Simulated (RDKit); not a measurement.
RDKit input (MMFF94):

```python
from rdkit import Chem
from rdkit.Chem import AllChem, rdDetermineBonds

mol = Chem.MolFromXYZFile('mol.xyz')
rdDetermineBonds.DetermineBonds(mol, charge=0)
print('SMILES', Chem.MolToSmiles(Chem.RemoveHs(mol)))
ff = AllChem.MMFFGetMoleculeForceField(mol, AllChem.MMFFGetMoleculeProperties(mol))
e0 = ff.CalcEnergy()
flag = ff.Minimize(maxIts=5000, forceTol=1e-5)
print(f'energy {e0:.4f} -> {ff.CalcEnergy():.4f} kcal/mol, converged: {flag == 0}')
print(Chem.MolToXYZBlock(mol))
```
mol.xyz:
```
5

C      0.00819413     0.01326082    -1.13371283
Cl    -0.00477402    -0.00772595     0.66051769
H      0.01747178     1.04777215    -1.46340501
H      0.89974992    -0.50396843    -1.47517859
H     -0.88522815    -0.49202752    -1.48794019
```

Output:

```
SMILES CCl
energy 0.2402 -> 0.0651 kcal/mol, converged: True
5

C      0.008088    0.013090   -1.119103
Cl    -0.004681   -0.007576    0.647696
H      0.017487    1.049368   -1.463982
H      0.901125   -0.504765   -1.475774
H     -0.886605   -0.492806   -1.488555
```
